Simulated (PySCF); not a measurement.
**Deuteron quadrupole couplings in 3-methyl-1-pentene**

3-methyl-1-pentene, C₆H₁₂.
Geometry (PBE0-D3(BJ)/def2-SVP, Å), atoms numbered from 1 in this order:
```xyz
18
C6H12 angstrom
C     -1.0463    1.9731    0.5893
C     -0.8152    0.6720    0.7671
C     -0.3690   -0.2946   -0.2909
C     -1.4259   -1.3779   -0.5029
C      0.9896   -0.9156    0.0613
C      2.1271    0.0875    0.1525
H     -1.3782    2.6153    1.4094
H     -0.9125    2.4455   -0.3896
H     -0.9609    0.2382    1.7669
H     -0.2509    0.2677   -1.2353
H     -2.3946   -0.9409   -0.7870
H     -1.1189   -2.0791   -1.2949
H     -1.5795   -1.9632    0.4188
H      0.8907   -1.4615    1.0173
H      1.2275   -1.6818   -0.6967
H      3.0785   -0.4061    0.4023
H      2.2671    0.6167   -0.8040
H      1.9293    0.8508    0.9205
```

Level: PBE0/pcSseg-1 (PySCF, non-relativistic); Q(2H) = 0.00286 b; rigid geometry, the same for H and D, with no vibrational averaging.

**Question.** Rank these positions by the coupling χzz of a deuteron there, largest first.
A. H7 (vinylic hydrogen)
B. H15 (methylene hydrogen)
C. H16 (methyl hydrogen)
D. H10 (methine hydrogen)

**Answer.** A (207 kHz), C (198 kHz), B (191 kHz), D (187 kHz).

**Question.** Give the electric field gradient Vzz (the principal value of largest size), its asymmetry and the 2H coupling at each hydrogen.

**Answer.** 
```
atom  bonded to  bond length (Å)  Vzz (au)     η  χzz (kHz)
  H7         C1            1.093    0.3077  0.06        207
  H8         C1            1.095    0.3045  0.06        205
  H9         C2            1.100    0.2940  0.06        198
 H10         C3            1.106    0.2781  0.01        187
 H11         C4            1.100    0.2926  0.02        197
 H12         C4            1.101    0.2917  0.02        196
 H13         C4            1.103    0.2889  0.03        194
 H14         C5            1.105    0.2815  0.03        189
 H15         C5            1.104    0.2843  0.03        191
 H16         C6            1.101    0.2939  0.02        198
 H17         C6            1.102    0.2904  0.03        195
 H18         C6            1.101    0.2896  0.03        195
```

**Question.** How does χzz go with the bond length over the 12 C–H bonds?

**Answer.** A straight-line fit has a slope of -15.3 kHz for each 0.01 Å, with a correlation coefficient of -0.99, over lengths from 1.093 to 1.106 Å. The longer bonds have the smaller couplings here.

**Question.** Give the 2H NMR doublet splittings at H16 for a magnetic field along the z, y and x axes of the gradient: 3χ/2, 3χ(1 + η)/4, 3χ(1 − η)/4.

**Answer.** With |χ| = 197.5 kHz and η = 0.020: 296, 151 and 145 kHz, to first order and without motion.

One conformer (not necessarily the lowest) at the PBE0-D3(BJ)/def2-SVP geometry, without solvent, vibrations or thermal averaging. With so small a basis the couplings can be 20 % off.

The run behind these numbers computed NMR shieldings as well. On one thread, Arm Neoverse N1 (shared host), this took 29 s wall.
